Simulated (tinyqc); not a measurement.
CCSD on RHF in the sto-6g basis, frozen core, for CH3-, spin multiplicity 1, step by step (part 2 of 2). The basis has no diffuse functions, so it cannot describe the extra electron: this is an exercise in the method, not the real anion. Computed by tinyqc, a small Python program that keeps every step (integrals from PySCF). Command: `OMP_NUM_THREADS=1 python tinyqc.py 21230 21231 out.jsonl` (the two numbers bound the seeds that draw the settings). One thread of a shared host (Intel(R) Xeon(R) Processor @ 2.60GHz), about 0.7 s of CPU time with the checks.

Geometry (angstrom):
```
atom,x,y,z
C,0.000000,0.000000,0.081000
H,1.099000,0.000000,0.000000
H,-0.549000,0.952000,0.000000
H,-0.549000,-0.952000,0.000000
```

## Integrals over molecular orbitals

coefficients C:
```
,MO1,MO2,MO3,MO4,MO5,MO6,MO7,MO8
1C 1s,0.995015,-0.200294,0.000000,0.000027,-0.023145,-0.224593,-0.000237,0.000000
1C 2s,0.023611,0.563086,0.000000,-0.000102,0.113592,1.435235,0.001556,0.000000
1C 2px,0.000002,0.000029,0.000000,0.449526,-0.000008,-0.001002,1.178974,0.000000
1C 2py,0.000000,0.000000,0.449462,0.000000,0.000000,0.000000,0.000000,1.179372
1C 2pz,-0.001090,-0.025639,0.000000,0.000000,0.994068,-0.131741,-0.000125,0.000000
2H 1s,-0.004802,0.268376,0.000000,0.581293,-0.027715,-0.720173,-0.947462,0.000000
3H 1s,-0.004801,0.268410,0.503310,-0.290625,-0.027746,-0.721751,0.472464,-0.820012
4H 1s,-0.004801,0.268410,-0.503310,-0.290625,-0.027746,-0.721751,0.472464,0.820012
```

core Hamiltonian H = T + V (hartree), lower triangle:
```
,1C 1s,1C 2s,1C 2px,1C 2py,1C 2pz,2H 1s,3H 1s,4H 1s
1C 1s,-19.379975
1C 2s,-4.461619,-6.069927
1C 2px,-0.000014,-0.000138,-5.144092
1C 2py,0.000000,0.000000,0.000000,-5.144317
1C 2pz,0.003857,0.037560,0.000007,0.000000,-4.960252
2H 1s,-1.160302,-2.596559,-2.138316,0.000000,0.166487,-3.848965
3H 1s,-1.160415,-2.596664,1.068186,-1.852412,0.166495,-0.724357,-3.848952
4H 1s,-1.160415,-2.596664,1.068186,1.852412,0.166495,-0.724357,-0.723596,-3.848952
```

Given earlier and not repeated: Two-electron integrals (ij|kl) in chemists' order.

(pq|rs) = sum C_ip C_jq C_kr C_ls (ij|kl), one index at a time.

one-electron integrals over orbitals h = C^T H C (hartree), lower triangle:
```
,1,2,3,4,5,6,7,8
1,-19.365613
2,0.361768,-4.831944
3,0.000000,0.000000,-4.298871
4,-0.000057,-0.000024,0.000000,-4.298710
5,0.038802,-0.033497,0.000000,0.000017,-4.953672
6,0.402354,-1.013727,0.000000,0.000982,0.067799,-3.876727
7,0.000405,-0.001235,0.000000,-0.980506,0.000049,0.000242,-4.192556
8,0.000000,0.000000,-0.980802,0.000000,0.000000,0.000000,0.000000,-4.192564
```

Two-electron integrals over orbitals (pq|rs), unique and non-zero (hartree); the lowest 1 orbital is frozen and left out:
```
p,q,r,s,(pq|rs)
2,2,2,2,0.490406
3,2,3,2,0.124569
3,3,2,2,0.472305
3,3,3,3,0.524883
4,2,2,2,0.000015
4,2,3,3,-0.068518
4,2,4,2,0.124532
4,3,3,2,-0.068546
4,3,4,3,0.054471
4,4,2,2,0.472306
4,4,3,3,0.415938
4,4,4,2,0.068551
4,4,4,4,0.524900
5,2,2,2,-0.005607
5,2,3,3,-0.002586
5,2,4,2,6.97e-07
5,2,4,4,-0.002584
5,2,5,2,0.082232
5,3,3,2,-0.001646
5,3,4,3,0.002144
5,3,5,3,0.018419
5,4,2,2,1.28e-07
5,4,3,3,0.002142
5,4,4,2,-0.001641
5,4,4,4,-0.002142
5,4,5,2,-0.000008
5,4,5,4,0.018418
5,5,2,2,0.523693
5,5,3,3,0.471869
5,5,4,2,-0.000011
5,5,4,4,0.471864
5,5,5,2,0.021438
5,5,5,4,-4.91e-06
5,5,5,5,0.675132
6,2,2,2,0.068916
6,2,3,3,0.035124
6,2,4,2,-0.000009
6,2,4,4,0.035185
6,2,5,2,-0.003391
6,2,5,4,-0.000005
6,2,5,5,0.137052
6,2,6,2,0.081647
6,3,3,2,-0.044751
6,3,4,3,0.044272
6,3,5,3,0.002834
6,3,6,3,0.063535
6,4,2,2,-0.000063
6,4,3,3,0.044174
6,4,4,2,-0.044601
6,4,4,4,-0.044251
6,4,5,2,-0.000008
6,4,5,4,0.002828
6,4,5,5,-0.000122
6,4,6,2,-0.000130
6,4,6,4,0.063384
6,5,2,2,-0.011123
6,5,3,3,-0.004409
6,5,4,2,-0.000011
6,5,4,4,-0.004421
6,5,5,2,0.071921
6,5,5,4,-0.000026
6,5,5,5,0.003549
6,5,6,2,-0.012979
6,5,6,4,0.000008
6,5,6,5,0.070899
6,6,2,2,0.477493
6,6,3,3,0.465625
6,6,4,2,-0.000226
6,6,4,4,0.465363
6,6,5,2,-0.014717
6,6,5,4,0.000006
6,6,5,5,0.509030
6,6,6,2,0.054980
6,6,6,4,0.000058
6,6,6,5,-0.018890
6,6,6,6,0.488328
7,2,2,2,0.000096
7,2,3,3,0.019063
7,2,4,2,0.010619
7,2,4,4,-0.018962
7,2,5,2,-2.52e-06
7,2,5,4,0.004327
7,2,5,5,0.000159
7,2,6,2,0.000031
7,2,6,4,0.044133
7,2,6,5,-0.000015
7,2,6,6,0.000067
7,2,7,2,0.053011
7,3,3,2,0.047876
7,3,4,3,-0.023739
7,3,5,3,-0.001807
7,3,6,3,-0.030972
7,3,7,3,0.034172
7,4,2,2,0.067488
7,4,3,3,0.062471
7,4,4,2,-0.047981
7,4,4,4,0.014791
7,4,5,2,0.007790
7,4,5,4,0.001810
7,4,5,5,0.121007
7,4,6,2,0.075810
7,4,6,4,0.030944
7,4,6,5,-0.002056
7,4,6,6,0.047035
7,4,7,2,0.005426
7,4,7,4,0.110542
7,5,2,2,-0.000009
7,5,3,3,-0.004796
7,5,4,2,0.010273
7,5,4,4,0.004790
7,5,5,2,0.000077
7,5,5,4,0.018352
7,5,5,5,0.000006
7,5,6,2,-0.000015
7,5,6,4,-0.002907
7,5,6,5,0.000049
7,5,6,6,-0.000037
7,5,7,2,0.003739
7,5,7,4,-0.003764
7,5,7,5,0.025651
7,6,2,2,-0.000008
7,6,3,3,-0.059212
7,6,4,2,0.108822
7,6,4,4,0.059202
7,6,5,2,-0.000017
7,6,5,4,-0.001934
7,6,5,5,-0.000024
7,6,6,2,-0.000018
7,6,6,4,-0.041248
7,6,6,5,-0.000026
7,6,6,6,-0.000234
7,6,7,2,0.009090
7,6,7,4,-0.047596
7,6,7,5,0.009070
7,6,7,6,0.109201
7,7,2,2,0.507764
7,7,3,3,0.456803
7,7,4,2,0.024841
7,7,4,4,0.522298
7,7,5,2,0.004424
7,7,5,4,-0.002291
7,7,5,5,0.547050
7,7,6,2,0.080985
7,7,6,4,-0.034380
7,7,6,5,-0.003021
7,7,6,6,0.505284
7,7,7,2,-0.027230
7,7,7,4,0.077033
7,7,7,5,0.000691
7,7,7,6,0.022156
7,7,7,7,0.586648
8,2,3,2,0.010626
8,2,4,3,0.018992
8,2,5,3,0.004328
8,2,6,3,0.044133
8,2,7,3,-0.005254
8,2,8,2,0.053003
8,3,2,2,0.067525
8,3,3,3,0.014890
8,3,4,2,0.047880
8,3,4,4,0.062448
8,3,5,2,0.007793
8,3,5,4,-0.001811
8,3,5,5,0.121030
8,3,6,2,0.075825
8,3,6,4,-0.031031
8,3,6,5,-0.002065
8,3,6,6,0.046850
8,3,7,2,-0.005225
8,3,7,4,0.045589
8,3,7,5,0.003756
8,3,7,6,0.047458
8,3,7,7,0.089487
8,3,8,3,0.110450
8,4,3,2,0.047900
8,4,4,3,-0.023776
8,4,5,3,-0.001811
8,4,6,3,-0.031032
8,4,7,3,0.030576
8,4,8,2,-0.005308
8,4,8,4,0.034222
8,5,3,2,0.010279
8,5,4,3,-0.004797
8,5,5,3,0.018354
8,5,6,3,-0.002921
8,5,7,3,0.003758
8,5,8,2,0.003740
8,5,8,4,0.003758
8,5,8,5,0.025655
8,6,3,2,0.108903
8,6,4,3,-0.059289
8,6,5,3,-0.001943
8,6,6,3,-0.041468
8,6,7,3,0.047487
8,6,8,2,0.009030
8,6,8,4,0.047512
8,6,8,5,0.009077
8,6,8,6,0.109322
8,7,3,2,-0.024505
8,7,4,3,0.032557
8,7,5,3,0.002285
8,7,6,3,0.034182
8,7,7,3,-0.006005
8,7,8,2,0.027344
8,7,8,4,-0.006041
8,7,8,5,-0.000666
8,7,8,6,-0.021926
8,7,8,7,0.034359
8,8,2,2,0.507794
8,8,3,3,0.522195
8,8,4,2,-0.024619
8,8,4,4,0.456940
8,8,5,2,0.004426
8,8,5,4,0.002284
8,8,5,5,0.547090
8,8,6,2,0.080931
8,8,6,4,0.034129
8,8,6,5,-0.003017
8,8,6,6,0.505418
8,8,7,2,0.027444
8,8,7,4,0.089410
8,8,7,5,-0.000676
8,8,7,6,-0.021997
8,8,7,7,0.517728
8,8,8,3,0.077213
8,8,8,8,0.586630
```

## CCSD: starting amplitudes

orbital energies (hartree): MO1 -10.530336, MO2 -0.408231, MO3 -0.096438, MO4 -0.096236, MO5 0.219504, MO6 1.046753, MO7 1.212526, MO8 1.213022

t_ij^ab = <ij||ab> / (e_i + e_j - e_a - e_b), whose energy is MP2.

Starting amplitudes (spin orbitals 1a, 1b, ...; amplitudes related by a flip of all spins are not repeated; the 24 largest):
```
from,to,t
5a 5b,6a 6b,-0.042852
4a 4b,7a 7b,-0.042232
3a 3b,8a 8b,-0.042174
2a 2b,6a 6b,-0.028058
3a 3b,6a 6b,-0.027788
4a 4b,6a 6b,-0.027727
2a 4b,6a 7b,-0.027430
2a 3b,6a 8b,-0.027429
3a 4b,7b 8a,0.017412
2a 2b,7a 7b,-0.016354
2a 2b,8a 8b,-0.016346
2a 4b,6b 7a,0.015969
2a 3b,6b 8a,0.015964
4a 4b,8a 8b,-0.013069
3a 3b,7a 7b,-0.013053
5a 5b,7a 7b,-0.012916
5a 5b,8a 8b,-0.012911
3a 4b,6a 8b,0.012654
3a 4b,6b 8a,-0.012653
3a 3b,6a 7b,0.012630
4a 4b,6a 7b,-0.012621
3a 4b,7a 8b,-0.011678
2a 3a,6a 8a,-0.011464
2a 4a,6a 7a,-0.011461
```

correlation energy = -0.03998572 hartree

## CCSD: amplitude update 1

t_i^a D_i^a and t_ij^ab D_ij^ab are set to the remaining terms of the spin-orbital equations, evaluated with the old amplitudes; for the doubles these are <ij||ab> + 1/2 <ab||ef> t_ij^ef + 1/2 <mn||ij> t_mn^ab + P(ij)P(ab) <mb||ej> t_im^ae + terms in t^2 + terms with t1, D the orbital-energy denominators.

Amplitudes after update 1 (spin orbitals 1a, 1b, ...; amplitudes related by a flip of all spins are not repeated; the 24 largest):
```
from,to,t
5a 5b,6a 6b,-0.057759
4a 4b,7a 7b,-0.053669
3a 3b,8a 8b,-0.053588
3a 3b,6a 6b,-0.037027
4a 4b,6a 6b,-0.036945
2a 3b,6a 8b,-0.035055
2a 4b,6a 7b,-0.035054
2a 2b,6a 6b,-0.033058
2a 4b,6b 7a,0.023110
2a 3b,6b 8a,0.023106
3a 4b,7b 8a,0.021775
2a 2b,7a 7b,-0.019908
2a 2b,8a 8b,-0.019900
3a 4b,6a 8b,0.017275
3a 4b,6b 8a,-0.017273
3a 3b,6a 7b,0.017239
4a 4b,6a 7b,-0.017232
3a 4b,7a 8b,-0.017194
5a 5b,7a 7b,-0.014813
5a 5b,8a 8b,-0.014806
4a 4b,8a 8b,-0.014602
3a 3b,7a 7b,-0.014578
2a 3a,6a 8a,-0.011949
2a 4a,6a 7a,-0.011944
```

correlation energy = -0.05139312 hartree

## CCSD: amplitude update 2

As before.

Amplitudes after update 2 (spin orbitals 1a, 1b, ...; amplitudes related by a flip of all spins are not repeated; the 24 largest):
```
from,to,t
5a 5b,6a 6b,-0.063391
4a 4b,7a 7b,-0.057451
3a 3b,8a 8b,-0.057362
3a 3b,6a 6b,-0.040263
4a 4b,6a 6b,-0.040174
2a 3b,6a 8b,-0.037204
2a 4b,6a 7b,-0.037202
2a 2b,6a 6b,-0.034270
2a 4b,6b 7a,0.025803
2a 3b,6b 8a,0.025799
3a 4b,7b 8a,0.023078
2a 2b,7a 7b,-0.020946
2a 2b,8a 8b,-0.020938
3a 4b,7a 8b,-0.019579
3a 4b,6a 8b,0.018732
3a 4b,6b 8a,-0.018728
3a 3b,6a 7b,0.018690
4a 4b,6a 7b,-0.018685
4a 4b,8a 8b,-0.014687
3a 3b,7a 7b,-0.014661
5a 5b,7a 7b,-0.014485
5a 5b,8a 8b,-0.014477
2a 3a,6a 8a,-0.011405
2a 4a,6a 7a,-0.011399
```

correlation energy = -0.05497040 hartree

## CCSD: amplitude update 3

As before.

Amplitudes after update 3 (spin orbitals 1a, 1b, ...; amplitudes related by a flip of all spins are not repeated; the 24 largest):
```
from,to,t
5a 5b,6a 6b,-0.065730
4a 4b,7a 7b,-0.058827
3a 3b,8a 8b,-0.058734
3a 3b,6a 6b,-0.041318
4a 4b,6a 6b,-0.041227
2a 3b,6a 8b,-0.037869
2a 4b,6a 7b,-0.037866
2a 2b,6a 6b,-0.034650
2a 4b,6b 7a,0.026822
2a 3b,6b 8a,0.026818
3a 4b,7b 8a,0.023522
2a 2b,7a 7b,-0.021286
2a 2b,8a 8b,-0.021278
3a 4b,7a 8b,-0.020572
3a 4b,6a 8b,0.019169
3a 4b,6b 8a,-0.019164
3a 3b,6a 7b,0.019125
4a 4b,6a 7b,-0.019120
4a 4b,8a 8b,-0.014624
3a 3b,7a 7b,-0.014597
5a 5b,7a 7b,-0.013947
5a 5b,8a 8b,-0.013939
2a 3a,6a 8a,-0.011051
2a 4a,6a 7a,-0.011044
```

correlation energy = -0.05617407 hartree

## CCSD: convergence

E_corr = 1/4 sum <ij||ab> t_ij^ab + 1/2 sum <ij||ab> t_i^a t_j^b; stop when the norm of the change is below 1e-8.

Course of the amplitude iterations:
```
update,correlation energy (hartree),norm of the change
0,-0.03998572,-
1,-0.05139312,7.70e-02
2,-0.05497040,2.68e-02
3,-0.05617407,1.01e-02
4,-0.05660051,4.13e-03
5,-0.05675778,1.81e-03
6,-0.05681788,8.44e-04
7,-0.05684166,4.12e-04
8,-0.05685141,2.07e-04
9,-0.05685555,1.06e-04
10,-0.05685737,5.45e-05
11,-0.05685820,2.84e-05
12,-0.05685859,1.49e-05
13,-0.05685877,7.87e-06
14,-0.05685887,4.19e-06
15,-0.05685891,2.25e-06
16,-0.05685893,1.21e-06
17,-0.05685894,6.61e-07
18,-0.05685895,3.64e-07
19,-0.05685895,2.01e-07
20,-0.05685896,1.13e-07
21,-0.05685896,6.34e-08
22,-0.05685896,3.59e-08
23,-0.05685896,2.05e-08
24,-0.05685896,1.17e-08
25,-0.05685896,6.74e-09
```

Converged amplitudes (spin orbitals 1a, 1b, ...; amplitudes related by a flip of all spins are not repeated; the 24 largest):
```
from,to,t
5a 5b,6a 6b,-0.067771
4a 4b,7a 7b,-0.059724
3a 3b,8a 8b,-0.059629
3a 3b,6a 6b,-0.041710
4a 4b,6a 6b,-0.041618
2a 3b,6a 8b,-0.038212
2a 4b,6a 7b,-0.038209
2a 2b,6a 6b,-0.034921
2a 4b,6b 7a,0.027480
2a 3b,6b 8a,0.027475
3a 4b,7b 8a,0.023799
2a 2b,7a 7b,-0.021475
2a 2b,8a 8b,-0.021467
3a 4b,7a 8b,-0.021278
3a 4b,6a 8b,0.019310
3a 4b,6b 8a,-0.019305
3a 3b,6a 7b,0.019266
4a 4b,6a 7b,-0.019260
4a 4b,8a 8b,-0.014536
3a 3b,7a 7b,-0.014509
5a 5b,7a 7b,-0.013086
5a 5b,8a 8b,-0.013078
2a 5b,6a 6b,0.011050
2a 3a,6a 8a,-0.010736
```

CCSD total energy = -39.23946301 hartree

T1 diagnostic, norm of the one-spin t1 over sqrt(correlated electrons) = 0.002405

Converged in 25 updates.
